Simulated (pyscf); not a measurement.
Structures and frequencies: ωB97X-D3(BJ)/def2-SVP in PySCF. Correlated levels are frozen-core, on RHF or UHF. ΔMP2 is the change of the MP2 total energy from the triple- to the quadruple-zeta basis.

Q: How much does it cost (ΔH, 298 K, CCSD(T)/def2-TZVPP + ΔMP2(QZVPP)) to split H₂N–ZnH at its H–Zn bond into [H₂N–Zn]• + H•?

A: H–Zn to [H₂N–Zn]• + H•: 3.60 eV. The radicals are drawn with the spin at the cut bond; how far it spreads was not checked. Other isomers of [H₂N–Zn]• were not searched in full and may lie lower. The CCSD(T) − MP2 part came from Ansatz, without density fitting, on the same reference. The frozen core leaves the outer d or s,p core shells of the metals and heavy elements correlated in the MP2 and CC values, and def2-TZVPP describes them poorly, which can shift differences by a few kcal/mol. Elements up to Kr have no core potential and no relativistic terms here.
